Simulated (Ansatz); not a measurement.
# C₂HSi (sextet): from Hartree-Fock to the top rungs, def2-TZVPP

One table from this session's results is given with a row withheld; the runs are named, their logs left out.

Computed with Ansatz 0.2.0, Gaussian basis. Level: def2-TZVPP, core rule «outside noble gas», up to 7 orbitals frozen.

To be run: UHF; ROHF; CCSD(T) on UHF.

### The system

The geometry is a PBE0/def2-TZVP stationary point (not a proven minimum) of the parent state, kept for this charge and spin.

4 atoms, charge 0, spin multiplicity 6.

Atoms are counted from 1 here; the program's logs count them from 0.

Bond lengths: C1–Si2 1.736 Å, Si2–C3 1.700 Å, C3–H4 1.081 Å. Angles: C1–Si2–C3 135.3°, Si2–C3–H4 142.8°.

Set-up of the first run:

The input, in.yaml:

```yaml
crystal:
  periodic: [false, false, false]
  atoms:
    - {symbol: C, position_ang: [0.000000, -0.356652, 1.647526]}
    - {symbol: Si, position_ang: [0.000000, 0.302766, 0.041878]}
    - {symbol: C, position_ang: [0.000000, -0.345459, -1.529412]}
    - {symbol: H, position_ang: [0.000000, -0.069934, -2.574356]}
basis:
  gaussian: {orbitals: def2-TZVPP}
magnetization: {spin_polarized: true, initial_magnetization: 5}
hamiltonian: {xc: hf}
output: {orbitals: {seedname: orbitals}}
```

The run is started by

```
$ ansatz run in.yaml --threads 1 --pin off --events-out ev --progress --plain --max-ram 4096MiB --backend cpu
```

Among the steps run: UHF; ROHF; CCSD(T) on UHF.

One table of the session follows, with a row left open; its other results are not shown here.

It belongs to the step «Misses and costs». 

| method | from UCCSD(T) (meV) |
| --- | --- |
| ROHF | +9572.6 |
| UMP2 | ? |
| UCCSD | +433.1 |
| UCCSD(T) | 0 |

**Question.** Estimate the row for UMP2.

The run gave: from UCCSD(T) (meV): +1719.8. In the column «from UCCSD(T) (meV)» it lies between UCCSD (+433.1) and ROHF (+9572.6).

Left out of the table: UHF (another determinant or state than the rows shown).

To keep in mind: Warnings: spin contamination; coupled cluster took another determinant than the lowest.
